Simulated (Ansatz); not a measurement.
# C3H6FN: one species, many methods

Aim: compute C3H6FN with functionals from several rungs and with coupled cluster, and see how far each lands from CCSD(T) at the basis-set limit for the atomisation energy.

Computed with Ansatz 0.2.0, Gaussian basis. Level: functionals in def2-TZVPP, the program's frozen cores in correlated methods.

The runs, in order: PBE-D4, r2SCAN-D4, PBE0-D4, B3LYP-D4, ωB97X-V, ωB97M-V, B2PLYP; CCSD(T)/def2-TZVPP; MP2/def2-QZVPP; extrapolation to the limit.

### Step 1. The relaxed structure

The geometry comes from an earlier relaxation with PBE0-D4/def2-TZVP; it is a stationary point, not always the lowest conformer.

SMILES `CC(F)C=N`, 11 atoms, charge 0, spin multiplicity 1.

Atoms are counted from 1 here; the program's logs count them from 0.

Bond lengths: C1–C2 1.511 Å, C1–H6 1.092 Å, C1–H7 1.092 Å, C1–H8 1.091 Å, C2–F3 1.384 Å, C2–C4 1.503 Å, C2–H9 1.098 Å, C4–N5 1.259 Å, C4–H10 1.095 Å, N5–H11 1.023 Å. Angles: C2–C1–H6 110.2°, C2–C1–H7 110.2°, C2–C1–H8 110.3°, H6–C1–H7 108.5°, H6–C1–H8 108.5°, H7–C1–H8 109.1°, C1–C2–F3 109.4°, C1–C2–C4 112.2°, C1–C2–H9 110.3°, F3–C2–C4 109.4°, F3–C2–H9 106.9°, C4–C2–H9 108.5°, C2–C4–N5 126.7°, C2–C4–H10 114.5°, N5–C4–H10 118.8°, C4–N5–H11 109.9°.

### Step 2. PBE-D4 (GGA)

File in.yaml:

```yaml
crystal:
  periodic: [false, false, false]
  atoms:
    - {symbol: C, position_ang: [-1.035285, 0.386037, 0.796079]}
    - {symbol: C, position_ang: [0.249093, -0.310208, 0.410249]}
    - {symbol: F, position_ang: [-0.006042, -1.651191, 0.182027]}
    - {symbol: C, position_ang: [0.877812, 0.293631, -0.814380]}
    - {symbol: N, position_ang: [1.112309, -0.289128, -1.904900]}
    - {symbol: H, position_ang: [-0.845930, 1.443180, 0.994865]}
    - {symbol: H, position_ang: [-1.763779, 0.310264, -0.013297]}
    - {symbol: H, position_ang: [-1.454358, -0.065367, 1.696038]}
    - {symbol: H, position_ang: [0.972152, -0.258865, 1.235042]}
    - {symbol: H, position_ang: [1.140585, 1.352052, -0.714879]}
    - {symbol: H, position_ang: [0.818743, -1.267306, -1.846444]}
basis:
  gaussian: {orbitals: def2-TZVPP}
hamiltonian: {xc: pbe, dispersion: d4}
output: {forces: true, orbitals: {seedname: orbitals}}
```

Started as:

```
> ansatz run in.yaml --threads 4 --pin off --events-out ev --progress --plain --max-ram 10444MiB
```

The runs that follow: r2SCAN-D4 (meta-GGA); PBE0-D4 (hybrid); B3LYP-D4 (hybrid); ωB97X-V (range-separated); ωB97M-V (range-separated); B2PLYP (double hybrid); CCSD(T) in def2-TZVPP; MP2 in def2-QZVPP.

**Question.** What will the summary of the whole plan be? Wanted: atomisation energy, CCSD(T)/CBS; farthest; mean size of error, hybrid; mean size of error, range-separated; gap, smallest and largest; T1 diagnostic; triples share of the correlation energy.

The runs gave:

| quantity | value |
| --- | --- |
| atomisation energy, CCSD(T)/CBS | 45.217 eV |
| functionals within 0.226 eV (0.5 %) | r2SCAN-D4, B3LYP-D4, ωB97X-V |
| farthest | PBE-D4 (+1.453 eV) |
| mean size of error, hybrid | 0.265 eV |
| mean size of error, range-separated | 0.199 eV |
| gap, smallest and largest | 4.77 eV (PBE-D4), 12.27 eV (ωB97X-V) |
| T1 diagnostic | 0.0115 |
| triples share of the correlation energy | 3.8 % |

**Reading.** PBE-D4 is off by +1.453 eV, about 0.145 eV a bond. Double hybrids carry the basis error of their MP2 part in triple zeta, and no dispersion term here, so their miss is partly the set-up's. Misses under about 0.226 eV are within the doubt on the reference itself, which lacks core-valence correlation, relativity and higher excitations. Hartree-Fock recovers 71 % of the binding; the rest is correlation. The gap grows from 4.8 to 12.3 eV across the functionals, mostly with the share of exact exchange.
